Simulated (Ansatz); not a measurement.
Reaction: C2F3N (SMILES C(C(F)(F)F)#N) → CF3 (SMILES F[C](F)F, doublet) + CN (SMILES [C]#N, doublet) (the C-C bond breaks)
Each species at its own B3LYP-D3(BJ)/def2-TZVP minimum (Ansatz, a program for electronic structure).

Total energies in hartree (Ansatz). UHF or UKS for unpaired electrons; spin-orbit terms are left out. Cores are frozen in correlated methods. No relativity. The UHF reference of CN ([C]#N, doublet) is spin-contaminated (<S^2> up to 0.37 over the pure value in the sets run).

| species | HF/cc-pVTZ | CCSD(T)/cc-pVTZ | HF/cc-pVQZ | CCSD(T)/cc-pVQZ | CCSD(T)/cc-pVDZ | CCSDT(Q)/cc-pVDZ |
|---|---|---|---|---|---|---|
| 1: C2F3N (SMILES N#CC(F)(F)F) | -428.63899 | -429.92185 | -428.67155 | -430.05332 | -429.50028 | -429.50388 |
| 2: CF3 (SMILES F[C](F)F, doublet) | -336.26346 | -337.17295 | -336.29109 | -337.27925 | -336.83424 | -336.83638 |
| 3: CN (SMILES [C]#N, doublet) | -92.23520 | -92.56541 | -92.24165 | -92.58980 | -92.48814 | -92.49250 |

**Question.** Work out the bond dissociation energy (electronic) in kJ/mol: take Hartree-Fock from cc-pVQZ, extrapolate the CCSD(T) correlation energy as X^-3 (X = 3, 4), and add CCSDT(Q) - CCSD(T) in cc-pVDZ. 1 hartree = 2625.5 kJ/mol.

**Answer.** 
Species 1: correlation (64·(-1.38177) - 27·(-1.28286))/37 = -1.45395; step -0.00360; E1 = -428.67155 + (-1.45395) + (-0.00360) = -430.12910
Species 2: correlation (64·(-0.98816) - 27·(-0.90949))/37 = -1.04557; step -0.00214; E2 = -336.29109 + (-1.04557) + (-0.00214) = -337.33880
Species 3: correlation (64·(-0.34815) - 27·(-0.33021))/37 = -0.36124; step -0.00436; E3 = -92.24165 + (-0.36124) + (-0.00436) = -92.60725
-1·E1 +1·E2 +1·E3 = 0.18305 hartree = 480.6 kJ/mol.
